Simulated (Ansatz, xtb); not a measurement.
# Isomers of C4H9NS in order of energy

4 gas-phase structures of C4H9NS, from a drawn sample of its isomers (lower ones may exist). Each was relaxed with GFN2-xTB:

A. `[H]/N=C(/C)CSC`, a singlet
B. `CS/C=C(/C)N`, a singlet
C. `[H]/N=C(\C)CSC`, a singlet
D. `CS/C=C(\C)N`, a singlet

Problem. Which do you expect lowest at r2SCAN-D4/def2-SVP, and how would the others follow?

Solution. Calculated order at r2SCAN-D4/def2-SVP: B (0.0), C (6.3), A (9.5), D (11.3) kJ/mol. Less than 1 kcal/mol parts C and A; A and D, so the order within those pairs means little. CCSD(T)/def2-SVP + ΔMP2/def2-TZVPP after further relaxation puts C lowest instead.

Energies above the lowest of each column, in kJ/mol; the last columns are at PBE0-D3(BJ)/def2-SVP geometries and were run for some of them only (a dash: not run or not comparable):

| structure | GFN2-xTB | HF/STO-3G | r2SCAN-D4/def2-SVP | PBE0-D3(BJ)/def2-SVP | CCSD(T)/def2-SVP + ΔMP2/def2-TZVPP |
| --- | --- | --- | --- | --- | --- |
| B | 7.1 | 23.8 | 0.0 | 0.0 | 4.6 |
| C | 0.0 | 1.1 | 6.3 | 8.3 | 0.0 |
| A | 3.6 | 0.0 | 9.5 | – | – |
| D | 10.0 | 27.8 | 11.3 | 11.4 | 16.4 |

CCSD(T)/def2-SVP + ΔMP2/def2-TZVPP puts C lowest of those it was run on; r2SCAN-D4/def2-SVP picks B, PBE0-D3(BJ)/def2-SVP picks B. CCSD(T)/def2-SVP + ΔMP2/def2-TZVPP orders those it was run on as C (0.0), B (4.6), D (16.4) kJ/mol. Flexible structures stand in one conformer each, not always the lowest. Frequencies (GFN2-xTB) were run for B, C, D alone. ΔMP2 is the change of the MP2 energy from the smaller to the larger basis.

Over these structures GFN2-xTB departs from r2SCAN-D4/def2-SVP by 4.5 kJ/mol on average once a common shift is removed. A GFN2-xTB relaxation took about 0.12 s and the r2SCAN-D4/def2-SVP energy about 1.5 s on a shared host (Ansatz 0.2.0, xtb 6.7.1).
